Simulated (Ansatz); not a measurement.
Geometry optimisation, UKS PBE0-D4/def2-SVP in Ansatz 0.2.0.

input.yaml

```yaml
crystal:
  periodic: [false, false, false]
  atoms:
    - { symbol: Si, position_ang: [0.0, 0.0, 0.0] }
    - { symbol: H, position_ang: [0.0, 0.0, 1.71] }
    - { symbol: F, position_ang: [1.4994, 0.0, -0.5295] }
    - { symbol: H, position_ang: [-0.6877, 1.1914, -0.4862] }
    - { symbol: H, position_ang: [-0.6877, -1.1914, -0.4862] }
    - { symbol: F, position_ang: [0.0, 0.0, 2.93] }
magnetization:
  spin_polarized: true
  initial_magnetization: 1
basis:
  gaussian: { orbitals: def2-SVP }
hamiltonian:
  xc: pbe0
  dispersion: d4
relax:
  f_tol: 0.15
  max_steps: 25
  restrain:
    - { distance: [1, 5], at: 0.92, k: 30.0 }
    - { distance: [0, 1], at: 2.66, k: 30.0 }
```

Run as:

```bash
$ ansatz run input.yaml --threads 1 --pin off --max-ram 2048MiB --backend cpu --events-out ev --progress --plain --runs-dir out
```

Problem. Where does it end, and by what steps?

Solution. It converged. The restraints hold the end off the free minimum. The force dipped under the threshold on the way, but the program's further checks kept it going. After 24 steps the energy has fallen by 0.929 eV (the restraints' own energy left out); F3 moved furthest, 0.90 Å. Joined: H2–F6 (1.22 → 0.93 Å).

| step | energy less start (eV) | largest force component (eV/Å) | accepted |
| --- | --- | --- | --- |
| 0 | 0.0000 | 2.451 | yes |
| 1 | -0.4843 | 2.684 | yes |
| 2 | -0.1987 | 7.075 | yes |
| 3 | -0.5245 | 1.904 | yes |
| 4 | -0.8118 | 0.635 | yes |
| 5 | -0.7172 | 2.826 | no |
| 6 | -0.8231 | 0.462 | yes |
| 7 | -0.8244 | 0.584 | yes |
| 8 | -0.7928 | 1.713 | no |
| 9 | -0.8291 | 0.441 | yes |
| 10 | -0.8383 | 0.056 | yes |
| 11 | -0.8438 | 0.195 | yes |
| 12 | -0.8338 | 1.235 | no |
| 13 | -0.8515 | 0.359 | yes |
| 14 | -0.8640 | 0.152 | yes |
| 15 | -0.8810 | 0.103 | yes |
| 16 | -0.8725 | 1.567 | no |
| 17 | -0.8925 | 0.140 | yes |
| 18 | -0.9033 | 0.107 | yes |
| 19 | -0.9189 | 0.063 | yes |
| 20 | -0.9213 | 0.183 | yes |
| 21 | -0.9005 | 1.572 | no |
| 22 | -0.9273 | 0.169 | yes |
| 23 | -0.9283 | 0.354 | no |
| 24 | -0.9295 | 0.075 | yes |

```xyz
6
Properties=species:S:1:pos:R:3
Si 0.283 0.001 -0.122
H 0.280 -0.005 2.539
F 1.295 0.001 -1.404
H -0.544 1.242 -0.189
H -0.545 -1.241 -0.189
F -0.645 0.002 2.503
```

Run time: 77 s on 1 thread of Intel(R) Xeon(R) Platinum 8259CL CPU @ 2.50GHz (Skylake/Cascade Lake) (shared host), peak memory 0.16 GiB.
